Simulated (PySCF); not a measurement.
**Computed data sheet: `C#CC=C` (vinylacetylene)**

Compound: vinylacetylene, C4H4.
Geometry (GFN2-xTB, Å), atoms numbered from 1 in this order:
```
atom  x, y, z in Å
C1     2.0136    0.3268   -0.5192
C2     0.8412    0.3636   -0.2616
C3    -0.5368    0.4233    0.0358
C4    -1.2508   -0.6341    0.4030
H5     3.0376    0.2933   -0.7446
H6    -0.9879    1.4042   -0.0551
H7    -2.3022   -0.5567    0.6216
H8    -0.8056   -1.6109    0.4955
```

Structural features include: alkyne and C=C double bond.

**GFN2-xTB geometry**

- Point group of the GFN2-xTB geometry: Cs
- Rotational constants A, B, C of the GFN2-xTB geometry: 50.415, 4.848, 4.423 GHz

**PBE0/pcSseg-1 ground state and GIAO shieldings, non-relativistic (PySCF)**

- Dipole moment: 0.43 D
- HOMO energy: -7.21 eV
- LUMO energy: -0.93 eV
- HOMO–LUMO gap: 6.28 eV
- Lowest Hirshfeld atomic charge: -0.11 e on C1
- Highest Hirshfeld atomic charge: +0.09 e on H5
- 13C chemical shifts (computed TMS as zero) by class: 138.4 (C4), 124.4 (C3), 89.2 (C1), 87.1 (C2) ppm
- 1H chemical shifts (computed TMS as zero) by class: 6.18 (H8), 6.05 (H6), 5.92 (H7), 2.72 (H5) ppm
- Mayer bond orders between heavy atoms: C1–C2 2.42, C2–C3 1.11, C3–C4 1.92

B3LYP/pcJ-1 indirect spin-spin coupling, non-relativistic, gas phase (PySCF):

* Largest of the computed one-bond spin–spin couplings (means over like bonds): 13C–1H +266.2 (C1–H5), 13C–13C +211.9 (C1–C2), 13C–1H +168.9 (C3–H6), 13C–1H +168.2 (C4–H8), 13C–1H +167.2 (C4–H7), 13C–13C +96.7 (C2–C3), 13C–13C +83.7 (C3–C4) Hz

Monoisotopic mass (most abundant isotopes): 52.0313 u.

With B = h/(8π²I), that is 505.379 GHz u Å² over I, the principal moments of inertia are 10.0, 104.2 and 114.3 u Å² (most abundant isotopes); the inertial defect Ic − Ia − Ib is 0.1 u Å² (zero for a rigid planar frame, negative otherwise). The rotational constants make it an asymmetric top with κ = (2B − A − C)/(A − C) = -0.98, nearer the prolate limit (−1). In atomic units the dipole is 0.17 e·bohr (1 au = 2.5417 D).

For the spin–spin coupling job (B3LYP/pcJ-1), on Arm Neoverse V2, one thread (shared host), this took 9.3 s wall.
